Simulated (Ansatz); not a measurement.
**H₂S (triplet): wave-function methods side by side at distance H1–H2 along a hydrogen transfer = 1.012 Å, cc-pVTZ**

How much of the correlation energy of H₂S (triplet) does each wave-function method recover here?

The runs use Ansatz 0.2.0, Gaussian basis; cc-pVTZ, core rule «outside noble gas», up to 5 orbitals frozen.

To be run: UHF; CCSD(T) on ROHF; CCSD(T) on UHF; BCCD(T) on ROHF; CISD; CCSDT(Q) on ROHF; CCSDT(Q) on UHF; CASSCF and NEVPT2, 4 electrons in 4 orbitals; CASSCF and MRCISD+Q, 8 electrons in 6 orbitals; CASSCF and NEVPT2, 8 electrons in 6 orbitals.

8 further runs of the same task are left out: 1 for a mislabelled method, 6 that didn't finish, 1 set aside as unsound or not needed.

## (1) The geometry

The geometry derives from fragments relaxed apart (PBE0/def2-TZVP) and kept rigid, so it is no stationary point. A hydrogen atom is moved between rigid fragments.

3 atoms, charge 0, spin multiplicity 3.

Atoms are counted from 1 here; the program's logs count them from 0.

No contacts short enough for the rule that draws bonds.

## (2) UHF

in.yaml

```yaml
crystal:
  periodic: [false, false, false]
  atoms:
    - {symbol: H, position_ang: [0.000000, 0.000000, -1.253333]}
    - {symbol: H, position_ang: [0.000000, 0.000000, -0.241333]}
    - {symbol: S, position_ang: [0.000000, 0.000000, 1.494667]}
basis:
  gaussian: {orbitals: cc-pVTZ}
magnetization: {spin_polarized: true, initial_magnetization: 2}
hamiltonian: {xc: hf}
output: {orbitals: {seedname: orbitals}}
```

On the command line:

```sh
$ ansatz run in.yaml --threads 1 --pin off --events-out ev --progress --plain --max-ram 2393MiB
```

Further steps of the session: CCSD(T) on ROHF; CCSD(T) on UHF; BCCD(T) on ROHF; CISD; CCSDT(Q) on ROHF; CCSDT(Q) on UHF; CASSCF and NEVPT2, 4 electrons in 4 orbitals; CASSCF and MRCISD+Q, 8 electrons in 6 orbitals; CASSCF and NEVPT2, 8 electrons in 6 orbitals.

Q: Predict the results of all the runs planned. Wanted: UCCSDT(Q) below the RHF energy; RMP2 from UCCSDT(Q); UMP2 from UCCSDT(Q); RCCSD from UCCSDT(Q); RCCSD(T) from UCCSDT(Q); UCCSD(T) from UCCSDT(Q); RCCSDT(Q) from UCCSDT(Q); NEVPT2 pair from UCCSDT(Q); NEVPT2 valence from UCCSDT(Q).

As calculated:

| quantity | value |
| --- | --- |
| UCCSDT(Q) below the RHF energy | -5.7575 eV |
| RMP2 from UCCSDT(Q) | +1053.8 meV |
| UMP2 from UCCSDT(Q) | +1090.5 meV |
| RCCSD from UCCSDT(Q) | +219.8 meV |
| RCCSD(T) from UCCSDT(Q) | +33.6 meV |
| UCCSD(T) from UCCSDT(Q) | +34.1 meV |
| RCCSDT(Q) from UCCSDT(Q) | +1.2 meV |
| NEVPT2 pair from UCCSDT(Q) | +897.6 meV |
| NEVPT2 valence from UCCSDT(Q) | +1174.8 meV |
| MRCISD+Q valence from UCCSDT(Q) | +51.9 meV |
| levels within 1 kcal/mol (43 meV) | RCCSD(T), UCCSD(T), BCCD(T), RCCSDT, UCCSDT, RCCSDT(Q) |
| T1 diagnostic | 0.032 |
| effectively unpaired electrons | 2.02 |

In words: RCCSD(T) lands +33.6 meV from the yardstick (0.6 % of the correlation energy). One determinant dominates. Of the multireference levels listed MRCISD+Q valence comes nearest in total energy (+51.9 meV), which doesn't show that its space is the better one. These misses are within one basis, not against nature; the frozen cores of restricted and unrestricted runs differ, which can shift their rows.
